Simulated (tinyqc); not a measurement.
Worked calculation: MP2 on RHF in the sto-3g basis, frozen core, for H2O, spin multiplicity 1. One step of it, computed by the program tinyqc.

Task: Second-order Moller-Plesset energy. E2 = sum_ijab (ia|jb) [2 (ia|jb) - (ib|ja)] / (e_i + e_j - e_a - e_b) over occupied i, j and virtual a, b; the opposite-spin part is (ia|jb)^2 / denominator, the rest is same-spin, and SCS-MP2 scales them by 6/5 and 1/3.

orbital energies (hartree): MO1 -20.231815, MO2 -1.241183, MO3 -0.612132, MO4 -0.427230, MO5 -0.381608, MO6 0.553289, MO7 0.729600

Two-electron integrals over orbitals (pq|rs), unique and non-zero (hartree); the lowest 1 orbital is frozen and left out:
```
(22|22) 0.722447    (32|32) 0.142341    (33|22) 0.633383    (33|33) 0.620214
(42|22) -0.003536   (42|33) 0.006328    (42|42) 0.127421    (43|32) 0.023495
(43|43) 0.047149    (44|22) 0.679884    (44|33) 0.590944    (44|42) -0.104537
(44|44) 0.777732    (52|52) 0.146135    (53|53) 0.027851    (54|52) -0.044025
(54|54) 0.053517    (55|22) 0.748554    (55|33) 0.619002    (55|42) -0.068287
(55|44) 0.727593    (55|55) 0.880159    (62|22) 0.138433    (62|33) 0.069053
(62|42) 0.023909    (62|44) 0.088907    (62|55) 0.155823    (62|62) 0.098744
(63|32) -0.045997   (63|43) -0.031728   (63|63) 0.078132    (64|22) 0.100776
(64|33) 0.042072    (64|42) -0.024995   (64|44) 0.119593    (64|55) 0.118391
(64|62) 0.063530    (64|64) 0.069004    (65|52) 0.059139    (65|54) -0.000397
(65|65) 0.037775    (66|22) 0.598897    (66|33) 0.561625    (66|42) 0.058527
(66|44) 0.541827    (66|55) 0.577905    (66|62) 0.089259    (66|64) 0.044596
(66|66) 0.585337    (72|32) 0.045414    (72|43) -0.030688   (72|63) 0.033597
(72|72) 0.064003    (73|22) 0.148969    (73|33) 0.090870    (73|42) -0.071308
(73|44) 0.162785    (73|55) 0.194626    (73|62) 0.076845    (73|64) 0.078283
(73|66) 0.038527    (73|73) 0.151407    (74|32) -0.073143   (74|43) 0.000409
(74|63) 0.047537    (74|72) -0.017630   (74|74) 0.065847    (75|53) 0.023919
(75|75) 0.025187    (76|32) 0.099832    (76|43) 0.050640    (76|63) -0.071655
(76|72) -0.005729   (76|74) -0.057146   (76|76) 0.119156    (77|22) 0.622682
(77|33) 0.603736    (77|42) -0.018017   (77|44) 0.607977    (77|55) 0.626717
(77|62) 0.068606    (77|64) 0.044522    (77|66) 0.558836    (77|73) 0.101596
(77|77) 0.618417
```

Hartree-Fock energy = -74.95843122 hartree

Give: Terms; Pair energies; MP2 correlation energy; SCS-MP2 correlation energy; MP2 total energy.

Result:

Terms:
```
i  j  a  b  (ia|jb)  (ib|ja)  denominator       term
3  3  7  7   0.1514   0.1514      -2.6835    -0.0085
4  3  6  7   0.0783   0.0475      -2.3223    -0.0037
3  4  7  6   0.0783   0.0475      -2.3223    -0.0037
3  2  7  6   0.0768   0.0336      -3.1362    -0.0029
2  3  6  7   0.0768   0.0336      -3.1362    -0.0029
2  2  6  6   0.0987   0.0987      -3.5889    -0.0027
3  3  6  6   0.0781   0.0781      -2.3308    -0.0026
4  4  6  6   0.0690   0.0690      -1.9610    -0.0024
4  4  7  7   0.0658   0.0658      -2.3137    -0.0019
4  2  6  6   0.0635   0.0635      -2.7750    -0.0015
2  4  6  6   0.0635   0.0635      -2.7750    -0.0015
2  2  7  7   0.0640   0.0640      -3.9416    -0.0010
5  5  6  6   0.0378   0.0378      -1.8698    -0.0008
3  4  6  7   0.0475   0.0783      -2.3223  -3.44e-04
4  3  7  6   0.0475   0.0783      -2.3223  -3.44e-04
5  5  7  7   0.0252   0.0252      -2.2224  -2.85e-04
3  2  6  7   0.0336   0.0768      -3.1362   1.03e-04
2  3  7  6   0.0336   0.0768      -3.1362   1.03e-04
2  4  7  7  -0.0176  -0.0176      -3.1276  -9.94e-05
4  2  7  7  -0.0176  -0.0176      -3.1276  -9.94e-05
```

Pair energies (hartree; pair i-j sums ij and ji):
```
pair  opposite spin  same spin
2-2         -0.0038     0.0000
3-2         -0.0045    -0.0012
3-3         -0.0112     0.0000
4-2         -0.0031     0.0000
4-3         -0.0072    -0.0008
4-4         -0.0043     0.0000
5-5         -0.0010     0.0000
```

MP2 correlation energy = -0.037093 hartree

SCS-MP2 correlation energy = -0.042772 hartree

MP2 total energy = -74.995524 hartree
